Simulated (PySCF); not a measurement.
Work out the structure from these simulated measurements.

Elements present: B and H. Monoisotopic mass: 14.0328 u.

- Rotational structure: rotational constants A, B, C: 229.650, 229.633, 114.821 GHz [PBE0-D3(BJ)/def2-SVP]
- 1H NMR: chemical shifts (computed TMS as zero) by class: 8.10 (3 H) ppm [GIAO B3LYP/pcSseg-1]
- NMR, other nuclei: isotropic shieldings of nuclei other than C and H, by class: 3 (1 B) ppm [GIAO B3LYP/pcSseg-1]
- XPS: B1s 197.5 eV [ΔSCF SCAN, pcX-2 on the ionised atom, pcseg-1 elsewhere, spin-free X2C]
- Couplings: largest of the computed one-bond spin–spin couplings (means over like bonds): 11B–1H +142.2 (×3) Hz [B3LYP/pcJ-1]
- Valence photoelectron: vertical ionisation energy: 13.15 eV [ΔSCF CAM-B3LYP/def2-SVPD]

Electronic properties: PySCF, gas phase, density fitting. Levels stand in brackets. Isolated species at its PBE0-D3(BJ)/def2-SVP geometry, gas phase. NMR classes are plain means over equivalent atoms (diastereotopic ones count apart unless rotation or inversion swaps them), as if these changed places fast.

Question: Which formula fits the mass and the elements?

Answer: BH3 (calculated 14.0328). No other formula that holds each of these elements comes within 0.0003 u with a fitting electron parity and a possible valence count.

Question: Propose a structure and show how it fits.

Answer: All hydrogens form one class (8.10 ppm): hydrogen on boron. The other shieldings belong to: 3 ppm, boron bonded to 3 H. The couplings run between: +142.2 Hz, boron bonded to 3 H and its hydrogen (with 2 like pairs). The core levels belong to: B1s 197.5 eV, boron bonded to 3 H. The optimised geometry has point group D3h and is an oblate symmetric top (the spread among constants that symmetry makes equal is optimisation noise). Structure: `[H]B([H])[H]`.
